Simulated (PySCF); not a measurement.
## O2 under electron impact: the energy ladder

PBE0 in PySCF with def2-TZVP on every atom, for the lowest determinant that a PBE0 search found; no spin–orbit coupling.

| species | state (unpaired electrons) | Re (Å) | ωe (cm⁻¹) | energy of the minimum from the neutral (eV) | De (eV) | dissociates to |
| --- | --- | --- | --- | --- | --- | --- |
| O2 | triplet (π ↑↑) | 1.193 | 1714 | 0.00 | 5.40 | O + O |
| O₂⁺ | doublet (π ↑) | 1.098 | 2130 | 12.38 | 6.85 | O⁺ + O |

Work out the lowest energy to break O2 into atoms, from its vibrational ground state.

D0 = De − ωe/2 = 5.40 − 0.11 = 5.29 eV (PBE0/def2-TZVP).

Work out the ionisation energy of the O atom at this level and the threshold of dissociative ionisation.

IE(O) = 12.38 + 6.85 − 5.40 = 13.83 eV, so O⁺ + O + e⁻ appears at D0 + IE(O) = 19.12 eV (PBE0/def2-TZVP). The measured IE(O) is 13.618 eV (NIST ASD).

These are thermodynamic thresholds; the onsets seen under electron impact lie higher where the geometry changes, and cross-sections peak well above them.

States were picked by a PBE0 search and need not be the measured ground states.
